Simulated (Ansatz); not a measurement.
# C2H3B (SMILES B1=CC1): Born-Oppenheimer dynamics

Aim: follow the atoms for 30 steps of 0.5 fs at constant energy, with velocities drawn for 700 K.

The runs use Ansatz 0.2.0, Gaussian basis; r2SCAN-D4/cc-pVDZ.

1 further run of the same task is left out (it didn't finish).

## Step 1: Starting geometry

SMILES `B1=CC1`, 6 atoms, charge 0, spin multiplicity 1.

Atoms are counted from 1 here; the program's logs count them from 0.

Bond lengths: B1–C2 1.355 Å, B1–C3 1.505 Å, C2–C3 1.674 Å, C2–H4 1.062 Å, C3–H5 1.087 Å, C3–H6 1.087 Å. Angles: C2–B1–C3 71.5°, B1–C2–C3 58.4°, B1–C2–H4 168.8°, C3–C2–H4 132.8°, B1–C3–C2 50.1°, B1–C3–H5 123.5°, B1–C3–H6 123.5°, C2–C3–H5 116.8°, C2–C3–H6 116.8°, H5–C3–H6 111.0°.

Geometry (Å):

```
atom     x (Å)     y (Å)     z (Å)
  B1  -1.23859  -0.03733  -0.16305
  C2  -0.24769  -0.96145  -0.12458
  C3   0.06767   0.67112   0.07329
  H4   0.37473  -1.82157  -0.12677
  H5   0.63576   1.15989  -0.71394
  H6   0.40813   0.98935   1.05506
```

## Step 2: Dynamics

The input, md/in.yaml:

```yaml
crystal:
  periodic: [false, false, false]
  atoms:
    - {symbol: B, position_ang: [-1.238590, -0.037330, -0.163050]}
    - {symbol: C, position_ang: [-0.247690, -0.961450, -0.124580]}
    - {symbol: C, position_ang: [0.067670, 0.671120, 0.073290]}
    - {symbol: H, position_ang: [0.374730, -1.821570, -0.126770]}
    - {symbol: H, position_ang: [0.635760, 1.159890, -0.713940]}
    - {symbol: H, position_ang: [0.408130, 0.989350, 1.055060]}
basis:
  gaussian: {orbitals: cc-pVDZ}
hamiltonian: {xc: r2scan, dispersion: d4}
md: {n_steps: 30, timestep: 0.5, temperature: 700, ensemble: nve, seed: 894, initial_velocities: maxwell_boltzmann}
```

The run is started by

```sh
> ansatz run in.yaml --threads 2 --pin off --events-out ev --progress --plain --max-ram 3481MiB
```

What does the calculation give? Wanted: temperature at the start; mean temperature, second half; lowest and highest potential energy, from the first frame; largest change of potential + kinetic.

The runs gave:

| quantity | value |
| --- | --- |
| length | 30 steps, 15.0 fs |
| temperature at the start | 700 K |
| mean temperature, second half | 508 K |
| lowest and highest potential energy, from the first frame | -100 and 248 meV |
| largest change of potential + kinetic | 0.8 meV |

With no thermostat the total energy should stay fixed; it holds within 0.8 meV, small beside the kinetic energy, so the time step serves. The temperature runs between 221 and 893 K. No bond breaks or forms, judged by distance.
